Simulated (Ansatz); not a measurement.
Born–Oppenheimer molecular dynamics of C₂H₇B (10 atoms, charge 0, multiplicity 1). It starts from a relaxed structure.

These are results of Ansatz, RKS PBE-D4/def2-SVP, not measurements.

```json
{"ensemble": "NVE (velocity Verlet)", "time step": "0.5 fs", "steps asked": "100", "starting velocities drawn for": "1500 K", "seed": "277743"}
```

Frames 2.5 fs apart, positions in Å, forces in eV/Å.

Velocities at 5 fs (Å/ps):

```
B 3.10 -0.61 3.74
C -4.68 -5.99 -1.96
H 31.34 35.57 -4.73
H -3.06 24.64 -11.01
H 17.34 34.44 -32.78
C -6.43 -6.09 -2.10
H 18.64 30.89 -34.66
H -19.83 9.50 61.74
H 26.93 13.58 26.93
H 27.84 1.78 2.68
```

```xyz
10
Properties=species:S:1:pos:R:3:forces:R:3 time_fs=5 energy_less_start_eV=0.680 T=847
B 0.095 0.034 0.070 -2.44 -1.41 -2.02
C -0.023 -0.036 1.572 0.41 0.56 1.61
H -0.951 -0.523 2.080 1.49 0.97 -0.58
H 1.000 -0.144 2.049 -0.78 -0.94 0.11
H 0.015 1.095 1.684 -0.90 -0.02 0.21
C 1.359 -0.047 -0.777 1.57 2.20 -1.46
H 1.601 -0.972 -1.382 -0.46 0.58 0.43
H 1.246 0.858 -1.536 0.23 -1.56 0.76
H 2.259 0.252 -0.188 0.18 -0.43 -0.06
H -0.963 0.091 -0.682 0.70 0.06 1.00
10
Properties=species:S:1:pos:R:3:forces:R:3 time_fs=7.5 energy_less_start_eV=0.949 T=588
B 0.097 0.028 0.074 -1.51 -1.77 -1.28
C -0.031 -0.047 1.569 3.44 3.74 -0.63
H -0.857 -0.420 2.067 -2.16 -0.71 1.45
H 0.974 -0.112 2.028 -0.10 -1.02 0.51
H 0.031 1.162 1.606 -0.88 -1.43 0.11
C 1.349 -0.056 -0.783 3.36 1.67 1.66
H 1.634 -0.883 -1.458 -0.37 -0.09 0.08
H 1.203 0.849 -1.375 0.11 0.48 -1.05
H 2.311 0.266 -0.136 -1.36 -1.01 -1.09
H -0.882 0.098 -0.650 -0.55 0.13 0.24
10
Properties=species:S:1:pos:R:3:forces:R:3 time_fs=10 energy_less_start_eV=0.906 T=629
B 0.090 0.013 0.071 -0.07 -2.07 -0.44
C -0.025 -0.041 1.565 1.62 2.93 -0.32
H -0.868 -0.346 2.125 -1.38 -0.37 0.78
H 0.943 -0.140 2.038 0.67 -0.80 0.78
H -0.004 1.153 1.536 -0.51 -1.08 0.27
C 1.355 -0.058 -0.782 2.77 0.73 2.32
H 1.645 -0.798 -1.529 -0.34 -0.42 -0.24
H 1.166 0.867 -1.270 0.02 1.63 -1.63
H 2.291 0.222 -0.143 -0.84 -0.80 -0.76
H -0.836 0.113 -0.607 -1.93 0.25 -0.77
10
Properties=species:S:1:pos:R:3:forces:R:3 time_fs=12.5 energy_less_start_eV=0.681 T=846
B 0.082 -0.014 0.065 -0.58 -1.84 -1.19
C -0.010 -0.021 1.560 -1.05 -0.27 2.34
H -0.954 -0.295 2.224 1.58 0.36 -1.47
H 0.943 -0.213 2.089 -0.09 -0.18 0.20
H -0.068 1.087 1.483 -0.04 0.90 0.48
C 1.373 -0.054 -0.771 -0.73 1.55 -1.17
H 1.634 -0.734 -1.611 -0.54 -0.01 0.18
H 1.135 0.962 -1.252 0.58 -0.61 -0.16
H 2.233 0.134 -0.187 1.84 0.00 1.06
H -0.891 0.141 -0.600 -0.97 0.08 -0.26
10
Properties=species:S:1:pos:R:3:forces:R:3 time_fs=15 energy_less_start_eV=0.722 T=808
B 0.070 -0.051 0.052 -1.52 -0.98 -1.48
C 0.001 -0.001 1.566 -0.83 -1.72 2.63
H -0.959 -0.227 2.245 1.62 0.06 -1.64
H 0.938 -0.297 2.152 -0.84 0.62 -0.53
H -0.136 1.070 1.457 0.37 1.75 0.50
C 1.389 -0.044 -0.765 -1.45 1.82 -2.13
H 1.591 -0.672 -1.681 -0.50 0.21 0.64
H 1.136 1.029 -1.248 0.90 -1.50 0.62
H 2.269 0.042 -0.179 1.55 0.08 0.87
H -1.001 0.173 -0.609 0.71 -0.32 0.53
10
Properties=species:S:1:pos:R:3:forces:R:3 time_fs=17.5 energy_less_start_eV=0.573 T=950
B 0.051 -0.093 0.032 -1.26 0.12 -0.39
C 0.007 0.011 1.584 0.41 0.43 -0.30
H -0.880 -0.158 2.178 -1.02 -0.74 0.14
H 0.890 -0.346 2.188 -0.23 0.83 -0.43
H -0.180 1.142 1.461 1.00 -0.28 0.48
C 1.399 -0.025 -0.768 0.73 0.74 0.20
H 1.521 -0.600 -1.718 -0.13 -0.17 0.39
H 1.189 1.015 -1.210 0.69 -0.45 0.44
H 2.384 -0.046 -0.127 -1.49 0.10 -1.09
H -1.075 0.187 -0.589 1.30 -0.59 0.56
10
Properties=species:S:1:pos:R:3:forces:R:3 time_fs=20 energy_less_start_eV=0.802 T=733
B 0.025 -0.135 0.010 0.17 1.04 0.93
C 0.016 0.026 1.600 0.54 1.85 -2.89
H -0.863 -0.132 2.117 -2.82 -1.08 1.31
H 0.832 -0.349 2.201 1.03 0.37 0.35
H -0.167 1.203 1.493 1.17 -1.38 0.38
C 1.412 -0.003 -0.771 0.76 -1.92 1.70
H 1.443 -0.538 -1.732 0.22 -0.56 -0.10
H 1.282 0.983 -1.151 0.22 2.01 -0.35
H 2.423 -0.126 -0.132 -2.03 0.27 -1.36
H -1.076 0.167 -0.539 0.74 -0.60 0.03
10
Properties=species:S:1:pos:R:3:forces:R:3 time_fs=22.5 energy_less_start_eV=0.503 T=1015
B 0.001 -0.171 -0.008 2.51 1.53 2.10
C 0.025 0.048 1.604 -2.69 0.13 -1.10
H -0.980 -0.163 2.118 0.91 -0.17 -0.44
H 0.827 -0.328 2.232 0.74 0.16 0.26
H -0.087 1.190 1.548 0.69 -0.66 0.20
C 1.427 0.011 -0.767 -1.90 -1.13 -0.31
H 1.377 -0.506 -1.749 0.39 -0.26 0.03
H 1.390 1.051 -1.105 0.09 0.82 0.05
H 2.353 -0.193 -0.211 0.10 -0.09 0.08
H -1.038 0.112 -0.489 -0.85 -0.32 -0.88
10
Properties=species:S:1:pos:R:3:forces:R:3 time_fs=25 energy_less_start_eV=0.860 T=677
B -0.011 -0.199 -0.013 3.29 2.04 2.37
C 0.023 0.070 1.602 -2.41 -2.85 0.33
H -1.058 -0.207 2.100 2.33 0.51 -0.79
H 0.861 -0.297 2.273 -0.55 0.18 -0.66
H 0.034 1.146 1.614 0.08 1.43 0.01
C 1.433 0.021 -0.764 -4.25 1.27 -2.58
H 1.334 -0.488 -1.764 0.46 0.21 0.24
H 1.503 1.162 -1.056 -0.22 -1.61 0.57
H 2.295 -0.269 -0.281 2.49 -0.85 1.57
H -1.045 0.037 -0.488 -1.23 -0.33 -1.06
10
Properties=species:S:1:pos:R:3:forces:R:3 time_fs=27.5 energy_less_start_eV=0.598 T=925
B -0.005 -0.215 -0.006 1.58 2.51 1.43
C 0.009 0.080 1.601 -0.61 -1.67 0.01
H -1.008 -0.223 2.040 1.11 0.55 0.00
H 0.868 -0.258 2.279 -0.75 -0.24 -0.82
H 0.160 1.171 1.681 -0.44 0.52 -0.24
C 1.420 0.034 -0.772 -0.57 0.12 -0.42
H 1.319 -0.460 -1.768 0.38 0.29 -0.12
H 1.602 1.188 -0.976 -0.49 -1.83 0.38
H 2.350 -0.383 -0.278 -0.69 0.37 -0.11
H -1.115 -0.059 -0.545 0.49 -0.63 -0.11
10
Properties=species:S:1:pos:R:3:forces:R:3 time_fs=30 energy_less_start_eV=0.861 T=675
B 0.010 -0.217 0.008 0.27 2.19 0.40
C -0.007 0.082 1.599 3.16 1.70 -1.99
H -0.909 -0.211 1.987 -2.92 -0.41 1.80
H 0.836 -0.233 2.240 0.17 -0.84 -0.15
H 0.258 1.222 1.733 -1.13 -1.25 -0.55
C 1.403 0.048 -0.783 0.94 -2.37 1.13
H 1.325 -0.416 -1.778 0.22 0.22 -0.49
H 1.675 1.116 -0.875 -0.23 0.17 -0.03
H 2.377 -0.479 -0.274 -2.05 1.09 -0.78
H -1.158 -0.191 -0.609 1.57 -0.50 0.67
10
Properties=species:S:1:pos:R:3:forces:R:3 time_fs=32.5 energy_less_start_eV=0.568 T=956
B 0.027 -0.208 0.025 -0.26 1.29 -0.46
C -0.010 0.091 1.589 0.65 1.38 -1.17
H -0.947 -0.215 2.024 -0.88 0.24 0.77
H 0.814 -0.258 2.192 0.88 -1.13 0.39
H 0.292 1.210 1.753 -1.17 -1.02 -0.50
C 1.391 0.051 -0.789 0.16 -3.34 0.74
H 1.345 -0.356 -1.815 0.01 0.35 -0.26
H 1.736 1.055 -0.773 0.23 1.80 -0.11
H 2.292 -0.515 -0.312 -1.15 0.56 -0.31
H -1.114 -0.352 -0.636 1.52 -0.13 0.90
```

Of the whole run (50 fs, mean temperature of the second half 908 K): The conserved energy stayed within 0.98 meV per atom of its start (net change 0.22 meV per atom), so the integration is sound. A run of 0.05 ps of so small a system gives no equilibrium averages.

The run took 3.1 min on 1 thread of Arm Neoverse V1, on a shared host, peak memory 0.13 GiB.
